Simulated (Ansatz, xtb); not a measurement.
# CH3MgP: which of two structures lies lower

We compare X, a singlet given by its coordinates, with Y, the triplet with the links of `[CH2]1[Mg][PH]1`. Both are isolated molecules in the gas phase, relaxed with PBE0-D4/def2-TZVP.

X (Å):

```yaml
atoms:
  - { symbol: C, position_ang: [-2.2854, -1.0767, -1.7676] }
  - { symbol: Mg, position_ang: [-0.5840, -0.6374, -0.7264] }
  - { symbol: P, position_ang: [-3.1402, -1.9686, -0.6448] }
  - { symbol: H, position_ang: [-2.7902, -0.9437, -2.7219] }
  - { symbol: H, position_ang: [-2.1732, -1.9242, 0.4498] }
  - { symbol: H, position_ang: [0.7879, -0.3269, 0.2203] }
```

Close contacts (Å): C1–Mg2 2.04, C1–P3 1.67, Mg2–P3 2.88, C1–H4 1.09, Mg2–H5 2.36, Mg2–H6 1.70, P3–H5 1.46.

Y (Å):

```xyz
6

C    -2.2453   -0.9383   -1.1503
Mg   -0.1304   -0.9043   -1.9677
P    -1.5211   -2.3232   -0.3069
H    -2.5212   -0.0232   -0.6337
H    -2.8876   -1.1796   -1.9959
H    -0.9928   -1.5934    0.7997
```

**Question.** Which of the two would you expect CCSD(T)/def2-TZVPP electronic energies to favour?

**Answer.** Structure X; the calculation gives E(Y) − E(X) = +0.207 eV.

How the difference moves with the method:

```json
{"level": "PBE0-D4/def2-TZVP", "geometry": "PBE0-D4/def2-TZVP", "E(Y) − E(X) (eV)": "−0.135", "departure from the last row (eV)": "−0.342", "job, with rough time for the two": "optimisation, 55 s"}
{"level": "HF/def2-TZVPP", "geometry": "PBE0-D4/def2-TZVP", "E(Y) − E(X) (eV)": "−0.409", "departure from the last row (eV)": "−0.616", "job, with rough time for the two": "part of the CCSD(T) run"}
{"level": "MP2/def2-TZVPP", "geometry": "PBE0-D4/def2-TZVP", "E(Y) − E(X) (eV)": "+0.133", "departure from the last row (eV)": "−0.074", "job, with rough time for the two": "part of the CCSD(T) run"}
{"level": "CCSD(T)/def2-TZVPP", "geometry": "PBE0-D4/def2-TZVP", "E(Y) − E(X) (eV)": "+0.207", "departure from the last row (eV)": "", "job, with rough time for the two": "single point, 93 s"}
```

PBE0-D4/def2-TZVP, HF/def2-TZVPP put the two in the other order. The largest departure from CCSD(T)/def2-TZVPP is that of HF/def2-TZVPP, 0.616 eV. Levels run at GFN2-xTB geometries aren't shown.

With harmonic frequencies from PBE0-D4/def2-TZVP (ideal gas, rigid rotor, one conformer each, 298.15 K, 1 atm): the zero-point term adds +0.137 eV; ΔH is +0.333 and ΔG +0.330 eV.

Open shells are spin-unrestricted. The correlated steps freeze 7 core orbitals; the last core shell of Mg is correlated, in a basis made for valence electrons. ΔG holds the spin degeneracy. Mirror images aren't counted in ΔG. Programs: Ansatz 0.2.0; the last row on 2 threads of Arm Neoverse V1 on a shared host.
